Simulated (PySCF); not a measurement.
Gas-phase reaction: 4 (CH3)3Si ⇌ 4 SiH2 + 4 C2H5 + C4H8 (cyclic)

Computed with PySCF (xtb for GFN2) and rigid-rotor harmonic-oscillator thermochemistry at 1 bar. † marks an energy on the PBE0/def2-TZVP geometry and frequencies; other levels use their own. MP2 freezes the core. 6-31G* has spherical d functions here. Open shells (unrestricted): (CH3)3Si (multiplicity 2), C2H5 (multiplicity 2); the rest are closed-shell singlets. GFN2 has no spin-polarisation term. B3LYP is the form with VWN-RPA correlation. (CH3)3Si: computed as isolated molecules; such fragments, hydroxides, amides, oligomers or adducts are transient or little studied in the gas. MP2 isn't extrapolated to the basis-set limit.

| level | ΔH°(298 K), kJ |
|---|---|
| B3LYP/def2-TZVP† | 1372 |
| BLYP/def2-TZVP† | ___ |
| GFN2-xTB | ___ |
| HF/6-31G* | 1177 |
| HF/def2-TZVP† | 1236 |
| MP2/def2-SVP† | 1457 |
| PBE0/def2-SVP† | 1463 |
| PBE0/def2-TZVP | ___ |
| r2SCAN/def2-TZVP† | ___ |
| ωB97M-V/def2-TZVP† | 1444 |

Task: Some entries are withheld; supply them.

Result: 
- BLYP/def2-TZVP†, ΔH°(298 K), kJ: 1323
- GFN2-xTB, ΔH°(298 K), kJ: 914
- PBE0/def2-TZVP, ΔH°(298 K), kJ: 1503
- r2SCAN/def2-TZVP†, ΔH°(298 K), kJ: 1553
